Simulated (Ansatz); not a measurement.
```yaml
crystal:
  periodic: [false, false, false]
  atoms:
    - {symbol: Cl, position_ang: [-1.476710, -0.089435, -0.007586]}
    - {symbol: C, position_ang: [0.022027, 0.586659, 0.004895]}
    - {symbol: S, position_ang: [1.554511, -0.152395, 0.005972]}
    - {symbol: H, position_ang: [2.226146, 1.003127, 0.018531]}
basis:
  gaussian: {orbitals: def2-TZVP}
magnetization: {spin_polarized: true, initial_magnetization: 2}
hamiltonian: {xc: pbe0}
relax: {f_tol: 0.004, max_steps: 80}
```

```sh
$ ansatz run in.yaml --threads 1 --pin off --events-out ev --progress --plain --max-ram 2176MiB
```

Steps of the relaxation (energy above the last step; positions in Å, forces in eV/Å):

```
4
step 1, 4.7 meV
Cl   -1.477   -0.089   -0.008   -0.214   -0.165   -0.002
C     0.022    0.587    0.005    0.072    0.283    0.003
S     1.555   -0.152    0.006    0.034   -0.267   -0.002
H     2.226    1.003    0.019    0.109    0.149    0.002
```

```
4
step 2, 2.0 meV
Cl   -1.478   -0.095   -0.008   -0.136   -0.114   -0.002
C     0.019    0.593    0.005    0.056    0.201    0.002
S     1.552   -0.152    0.006    0.042   -0.145   -0.001
H     2.234    1.002    0.019    0.039    0.059    0.001
```

```
4
step 3, 0.0 meV
Cl   -1.477   -0.107   -0.008    0.015    0.009    0.000
C     0.016    0.610    0.005   -0.018   -0.015    0.000
S     1.546   -0.153    0.006    0.003    0.019    0.000
H     2.241    0.997    0.019    0.001   -0.013    0.000
```

```
4
step 5, 0.0 meV
Cl   -1.477   -0.107   -0.008    0.000    0.000    0.000
C     0.015    0.610    0.005    0.000    0.000    0.000
S     1.546   -0.152    0.006    0.000    0.000    0.000
H     2.242    0.997    0.019    0.000    0.000    0.000
```

Close pairs at the end: S3–H4 1.343 Å, Cl1–C2 1.655 Å, C2–S3 1.710 Å.

A stationary point of unrestricted PBE0 after 5 steps, with ⟨S²⟩ = 2.011 against 2.00 for a pure state; no frequencies were run, so it isn't proven a minimum. 26 s on 1 thread of Arm Neoverse V2, shared host.
